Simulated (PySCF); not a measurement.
What each rung costs and misses: atomization of ClF, singlet

Geometry (MP2(full)/6-31G*, from the G2/97 set):

| atom | x (Å) | y (Å) | z (Å) |
| --- | --- | --- | --- |
| F | 0.0000 | 0.0000 | 0.0000 |
| Cl | 0.0000 | 0.0000 | 1.6591 |

Measured, as an electronic atomization energy: 61.3 kcal/mol (G2/97 heats of formation of molecule and atoms, with zero-point and thermal terms from B3LYP taken off; Curtiss et al., J. Chem. Phys. 106, 1063 (1997), Staroverov et al., J. Chem. Phys. 119, 12129 (2003)). The measured value holds scalar relativity and spin–orbit coupling, which all computed ones lack, and core correlation, which the wave-function levels lack. Atoms are taken at the same level; beside RHF, RMP2 and RCC rows they are unrestricted. (Q) wasn't run for open shells, so the atoms' step beyond CCSDT comes from their full CI. PySCF 2.14.0; the 6-31G* set has Cartesian d functions; a miss is computed less measured; times are wall times on shared hosts and scatter by a factor of two or so; they hold the correlated step alone (with one SCF for RCCSD(T)), and functionals start from a converged Hartree–Fock density. B3LYP has the VWN-RPA form, and B2PLYP's MP2 part freezes the cores. A small miss in a small set is a cancellation of the method's error against the basis error.

| level | basis | miss (kcal/mol) | time of the run | hardware |
| --- | --- | --- | --- | --- |
| RHF | STO-3G | -59.3 | – | – |
| RMP2 | STO-3G | -38.8 | – | – |
| RCCSDT(Q) | STO-3G | -27.8 | 0.49 s | 1 CPU thread |
| full CI | STO-3G | -27.8 | 0.01 s | 1 CPU thread |
| r2SCAN | STO-3G | -2.1 | 0.51 s | 1 CPU thread |
| B3LYP | STO-3G | -2.0 | 0.33 s | 1 CPU thread |
| wB97M-V | STO-3G | 1.8 | 2.6 s | 1 CPU thread |
| B2PLYP | STO-3G | -16.5 | 0.31 s | 1 CPU thread |
| RHF | 6-31G | -77.7 | – | – |
| RMP2 | 6-31G | -34.3 | – | – |
| RCCSD(T) | 6-31G | -36.2 | 0.17 s | 1 CPU thread |
| PBE | 6-31G | -11.9 | 0.6 s | 1 CPU thread |
| r2SCAN | 6-31G | -21.2 | 0.88 s | 1 CPU thread |
| B3LYP | 6-31G | -23.3 | 0.59 s | 1 CPU thread |
| B2PLYP | 6-31G | -29.0 | 0.5 s | 1 CPU thread |
| RHF | 6-31G* | -58.1 | – | – |
| RMP2 | 6-31G* | -6.6 | – | – |
| RCCSD(T) | 6-31G* | -10.8 | 0.35 s | 1 CPU thread |
| PBE | 6-31G* | 7.5 | 0.9 s | 1 CPU thread |
| r2SCAN | 6-31G* | -2.7 | 1.5 s | 1 CPU thread |
| B3LYP | 6-31G* | -4.3 | 0.88 s | 1 CPU thread |
| wB97M-V | 6-31G* | -1.3 | 5.3 s | 1 CPU thread |
| B2PLYP | 6-31G* | -7.1 | 0.83 s | 1 CPU thread |
| RHF | cc-pV(D+d)Z | -61.5 | – | – |
| RMP2 | cc-pV(D+d)Z | -13.0 | – | – |
| RCCSD(T) | cc-pV(D+d)Z | -16.9 | 0.44 s | 1 CPU thread |
| PBE | cc-pV(D+d)Z | 6.3 | 1.1 s | 1 CPU thread |
| r2SCAN | cc-pV(D+d)Z | -4.4 | 1.7 s | 1 CPU thread |
| B3LYP | cc-pV(D+d)Z | -5.7 | 1 s | 1 CPU thread |
| B2PLYP | cc-pV(D+d)Z | -10.2 | 0.99 s | 1 CPU thread |
| RHF | cc-pV(T+d)Z | -55.5 | 2.9 s | 1 CPU thread |
| RMP2 | cc-pV(T+d)Z | 0.3 | – | – |
| r2SCAN | cc-pV(T+d)Z | 0.1 | 3.9 s | 1 CPU thread |
| B2PLYP | cc-pV(T+d)Z | -2.7 | 2.1 s | 1 CPU thread |
| RMP2 | cc-pV(Q+d)Z | 4.4 | – | – |
| RCCSD(T) | cc-pV(Q+d)Z | -1.7 | 49 s | 1 CPU thread |
| PBE | cc-pV(Q+d)Z | 11.2 | 15 s | 1 CPU thread |
| r2SCAN | cc-pV(Q+d)Z | 0.8 | 21 s | 1 CPU thread |
| B3LYP | cc-pV(Q+d)Z | -0.6 | 14 s | 1 CPU thread |
| B2PLYP | cc-pV(Q+d)Z | -0.9 | 20 s | 1 CPU thread |

HF's time is that of a plain UHF run. A dash: the level came out of a higher level's run.

A composite of the best parts (restricted reference, at this geometry, which isn't the minimum of the high levels):

```tsv
part	kcal/mol
Hartree–Fock limit (T, Q; exp(−5.46 √X))	7.23
CCSD(T) correlation limit (T, Q; X⁻³)	54.72
CCSDT − CCSD(T) (TZ)	-0.21
(Q) (DZ)	0.45
sum	62.2
sum less measured	0.9
```
